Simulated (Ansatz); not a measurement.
We consider fcc Ir, described by PBEsol+SOC (Ansatz, an electronic-structure program, PAW).

Settings: plane-wave cutoff 520 eV, 30×30×30 k mesh, Fermi–Dirac smearing 0.07 eV (set by the program), PAW data made under PBE.

Computed at the level's own relaxed cell.

Elastic tensor (GPa, Voigt notation, ions relaxed):

```
  633.0   253.3   253.3     0.0     0.0     0.0
  253.3   633.0   253.3     0.0     0.0     0.0
  253.3   253.3   633.0     0.0     0.0     0.0
    0.0     0.0     0.0   275.8     0.0     0.0
    0.0     0.0     0.0     0.0   275.8     0.0
    0.0     0.0     0.0     0.0     0.0   275.8
```

Worked from these constants: the tetragonal shear constant is C′ = (C11 − C12)/2 = 189.8 GPa against C44 = 275.8 GPa, so the tetragonal shear is the softer. The Zener ratio C44/C′ is 1.45 (1 for an isotropic solid), and the Cauchy pressure C12 − C44 is -22.5 GPa. With C11 + 2C12 = 1139.6 GPa all three Born conditions hold; they don't test modes at the zone boundary.

Measured, for comparison: elastic constant C11 590 GPa, elastic constant C12 249 GPa, elastic constant C44 262 GPa (temperature not stated, not corrected to a static lattice; as tabulated in Mehl and Papaconstantopoulos (1996), arXiv:mtrl-th/9602003). Computed (rounded) less measured: elastic constant C11 +7 %, elastic constant C12 +2 %, elastic constant C44 +5 %. A static lattice is as a rule a little smaller and stiffer than an uncorrected measurement, which narrows the difference in the elastic constant C11, elastic constant C12, elastic constant C44 and would widen misses of the other sign.

Static lattice: no zero-point or thermal effects.
